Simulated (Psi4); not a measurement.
Psi4 input (wB97X-D/6-311+G**):

```
memory 1500 MB

molecule {
0 1
C     0.00475777    1.17087239   -0.20055261
O     0.00676578    0.00281714    0.58815258
C    -0.00924088   -1.17273907   -0.18916610
H     0.01767393    2.02306383    0.47733101
H     0.88820494    1.21755678   -0.85148048
H    -0.89276548    1.22829401   -0.83104462
H    -0.00646616   -2.01839712    0.49696657
H    -0.90742261   -1.22555867   -0.81912250
H     0.87354780   -1.23629589   -0.83955836
symmetry c1
no_reorient
no_com
}

set {
  basis 6-311+G**
  reference rks
  scf_type pk
  dft_radial_points 99
  dft_spherical_points 590
  e_convergence 1e-8
  d_convergence 1e-7
  maxiter 150
}

e = energy('wb97x-d')
print_out(f'\nFINAL {e:.10f} DIPOLE {variable("CURRENT DIPOLE")[0]:.6f} {variable("CURRENT DIPOLE")[1]:.6f} {variable("CURRENT DIPOLE")[2]:.6f}\n')
```

Output:

```
   => Loading Basis Set <=

    Name: 6-311+G**
    Role: ORBITAL
    Keyword: BASIS
    atoms 1, 3 entry C          line   129 file 6-311pgss.gbs
    atoms 2    entry O          line   171 file 6-311pgss.gbs
    atoms 4-9  entry H          line    42 file 6-311pgss.gbs

   => WB97X-D: Empirical Dispersion <=

    Chai and Head-Gordon Dispersion Correction
    Chai, J.-D.; Head-Gordon, M. (2010), J. Chem. Phys., 132: 6615-6620

        s6 =       1.000000

         ---------------------------------------------------------
                                   SCF
               by Justin Turney, Rob Parrish, Andy Simmonett
                          and Daniel G. A. Smith
                              RKS Reference
         ---------------------------------------------------------

  ==> Geometry <==

    Molecular point group: c1
    Full point group: C1

    Geometry (in Angstrom), charge = 0, multiplicity = 1:

       Center              X                  Y                   Z               Mass
    ------------   -----------------  -----------------  -----------------  -----------------
         C            0.004757770000     1.170872390000    -0.200552610000    12.000000000000
         O            0.006765780000     0.002817140000     0.588152580000    15.994914619570
         C           -0.009240880000    -1.172739070000    -0.189166100000    12.000000000000
         H            0.017673930000     2.023063830000     0.477331010000     1.007825032230
         H            0.888204940000     1.217556780000    -0.851480480000     1.007825032230
         H           -0.892765480000     1.228294010000    -0.831044620000     1.007825032230
         H           -0.006466160000    -2.018397120000     0.496966570000     1.007825032230
         H           -0.907422610000    -1.225558670000    -0.819122500000     1.007825032230
         H            0.873547800000    -1.236295890000    -0.839558360000     1.007825032230

  Running in c1 symmetry.

  Rotational constants: A =      1.30335  B =      0.33412  C =      0.29578 [cm^-1]
  Rotational constants: A =  39073.32119  B =  10016.58539  C =   8867.24502 [MHz]
  Nuclear repulsion =   83.932958292655513

  Charge       = 0
  Multiplicity = 1
  Electrons    = 26
  Nalpha       = 13
  Nbeta        = 13

  ==> Algorithm <==

  SCF Algorithm Type is PK.
  DIIS enabled.
  MOM disabled.
  Fractional occupation disabled.
  Guess Type is SAD.
  Energy threshold   = 1.00e-08
  Density threshold  = 1.00e-07
  Integral threshold = 1.00e-12

  ==> Primary Basis <==

  Basis Set: 6-311+G**
    Blend: 6-311+G**
    Number of shells: 54
    Number of basis functions: 102
    Number of Cartesian functions: 105
    Spherical Harmonics?: true
    Max angular momentum: 2

  ==> DFT Potential <==

   => LibXC <=

    Version 7.1.2
    S. Lehtola, C. Steigemann, M. J. T. Oliveira, and M. A. L. Marques,  SoftwareX 7, 1–5 (2018) (10.1016/j.softx.2017.11.002)

   => Composite Functional: WB97X-D <=

    wB97X-D Hyb-GGA Exchange-Correlation Functional

    J.-D. Chai and M. Head-Gordon,  Phys. Chem. Chem. Phys. 10, 6615–6620 (2008) (10.1039/B810189B)

    Deriv               =              1
    GGA                 =           TRUE
    Meta                =          FALSE

    Exchange Hybrid     =           TRUE
    MP2 Hybrid          =          FALSE

   => Exchange-Correlation Functionals <=

    1.0000   wB97X-D range-separated functional

   => Exact (HF) Exchange <=

    0.7780            HF,LR [omega = 0.2000]
    0.2220               HF

   => LibXC Density Thresholds  <==

    XC_HYB_GGA_XC_WB97X_D:  1.00E-14

   => Molecular Quadrature <=

    Radial Scheme          =       TREUTLER
    Pruning Scheme         =           NONE
    Nuclear Scheme         =       TREUTLER

    Blocking Scheme        =         OCTREE
    BS radius alpha        =              1
    Pruning alpha          =              1
    Radial Points          =             99
    Spherical Points       =            590
    Total Points           =         501444
    Total Blocks           =           3513
    Max Points             =            256
    Max Functions          =            102
    Weights Tolerance      =       1.00E-15

  ==> Integral Setup <==

  Using in-core PK algorithm.
   Calculation information:
      Number of atoms:                   9
      Number of AO shells:              54
      Number of primitives:             93
      Number of atomic orbitals:       105
      Number of basis functions:       102

      Integral cutoff                 1.00e-12
      Number of threads:                 1

  Performing in-core PK
  Using 41398893 doubles for integral storage.
  We computed 1077183 shell quartets total.
  Whereas there are 1103355 unique shell quartets.

  Computing range-separated integrals for PK
  We computed 1077183 wK shell quartets total.
  Whereas there are 1103355 wK unique shell quartets.

  ==> DiskJK: Disk-Based J/K Matrices <==

    J tasked:                  Yes
    K tasked:                  Yes
    wK tasked:                 Yes
    Omega:               2.000E-01
    Schwarz Cutoff:          1E-12


  Cached 16.7% of DFT collocation blocks in 0.211 [GiB].

  Minimum eigenvalue in the overlap matrix is 9.4688068222E-04.
  Reciprocal condition number of the overlap matrix is 1.0819837032E-04.
    Using symmetric orthogonalization.

  ==> Pre-Iterations <==

  SCF Guess: Superposition of Atomic Densities via on-the-fly atomic UHF (no occupation information).

   -------------------------
    Irrep   Nso     Nmo
   -------------------------
     A        102     102
   -------------------------
    Total     102     102
   -------------------------

  ==> Iterations <==

                        Total Energy        Delta E     RMS |[F,P]|

   @RKS iter SAD:  -154.36912943713466   -1.54369e+02   0.00000e+00
   @RKS iter   1:  -154.85245027412239   -4.83321e-01   5.77527e-03 ADIIS/DIIS
   @RKS iter   2:  -154.90894699990486   -5.64967e-02   5.18453e-03 ADIIS/DIIS
   @RKS iter   3:  -155.01779231476641   -1.08845e-01   9.43110e-04 ADIIS/DIIS
   @RKS iter   4:  -155.02082367998622   -3.03137e-03   2.35230e-04 ADIIS/DIIS
   @RKS iter   5:  -155.02107647389812   -2.52794e-04   3.82170e-05 DIIS
   @RKS iter   6:  -155.02108616514045   -9.69124e-06   5.17257e-06 DIIS
   @RKS iter   7:  -155.02108644595648   -2.80816e-07   1.08257e-06 DIIS
   @RKS iter   8:  -155.02108646000076   -1.40443e-08   2.18837e-07 DIIS
   @RKS iter   9:  -155.02108646057101   -5.70253e-10   4.38066e-08 DIIS
  Energy and wave function converged.

  ==> Post-Iterations <==

   Electrons on quadrature grid:
      Ntotal   =   26.0000001995 ; deviation = 1.995e-07

    Orbital Energies [Eh]
    ---------------------

    Doubly Occupied:

       1A    -19.250759     2A    -10.323322     3A    -10.323313
       4A     -1.139871     5A     -0.822799     6A     -0.736095
       7A     -0.566891     8A     -0.562756     9A     -0.562655
      10A     -0.482749    11A     -0.463650    12A     -0.406849
      13A     -0.344700

    Virtual:

      14A      0.068756    15A      0.085782    16A      0.096185
      17A      0.099142    18A      0.113418    19A      0.125469
      20A      0.135538    21A      0.170573    22A      0.211069
      23A      0.219057    24A      0.244065    25A      0.246515
      26A      0.265012    27A      0.281590    28A      0.304930
      29A      0.321080    30A      0.321729    31A      0.328805
      32A      0.387344    33A      0.392277    34A      0.482586
      35A      0.487621    36A      0.532549    37A      0.559648
      38A      0.614595    39A      0.630457    40A      0.682477
      41A      0.686355    42A      0.690951    43A      0.705116
      44A      0.754386    45A      0.778086    46A      0.961281
      47A      1.035668    48A      1.044003    49A      1.053098
      50A      1.135998    51A      1.143246    52A      1.279142
      53A      1.318683    54A      1.408158    55A      1.526156
      56A      1.533328    57A      1.592859    58A      1.601752
      59A      1.632946    60A      1.636322    61A      1.658699
      62A      1.711513    63A      1.748695    64A      1.753224
      65A      1.774130    66A      1.803266    67A      1.947123
      68A      2.058663    69A      2.158849    70A      2.174452
      71A      2.207813    72A      2.222800    73A      2.289011
      74A      2.487301    75A      2.501956    76A      2.516441
      77A      2.552481    78A      2.594169    79A      2.603847
      80A      2.606483    81A      2.615397    82A      2.657678
      83A      2.744360    84A      2.915132    85A      2.959100
      86A      3.076526    87A      3.121878    88A      3.153240
      89A      3.328060    90A      3.372480    91A      3.861466
      92A      3.872549    93A      3.889358    94A      3.907409
      95A      4.149307    96A      4.179836    97A      5.128907
      98A      5.460049    99A      5.786107   100A     24.024532
     101A     24.045129   102A     50.026449

    Final Occupation by Irrep:
              A
    DOCC [    13 ]
    NA   [    13 ]
    NB   [    13 ]

  @RKS Final Energy:  -155.02108646057101

   => Energetics <=

    Nuclear Repulsion Energy =             83.9329582926555133
    One-Electron Energy =                -375.8843601036747941
    Two-Electron Energy =                 151.7859749310693189
    DFT Exchange-Correlation Energy =     -14.8534218192081244
    Empirical Dispersion Energy =          -0.0022377614128976
    VV10 Nonlocal Energy =                  0.0000000000000000
    Total Energy =                       -155.0210864605710128

Computation Completed

Properties will be evaluated at   0.000000,   0.000000,   0.000000 [a0]

Properties computed using the SCF density matrix

 Multipole Moments:

 ------------------------------------------------------------------------------------
     Multipole            Electronic (a.u.)      Nuclear  (a.u.)        Total (a.u.)
 ------------------------------------------------------------------------------------

 L = 1.  Multiply by 2.5417464519 to convert [e a0] to [Debye]
 Dipole X            :         -0.0067227           -0.0000000           -0.0067227
 Dipole Y            :         -0.0027991           -0.0000000           -0.0027992
 Dipole Z            :         -0.5844035            0.0000000           -0.5844035
 Magnitude           :                                                    0.5844489

 ------------------------------------------------------------------------------------

FINAL -155.0210864606 DIPOLE -0.006723 -0.002799 -0.584403

*** Psi4 exiting successfully. Buy a developer a beer!
```
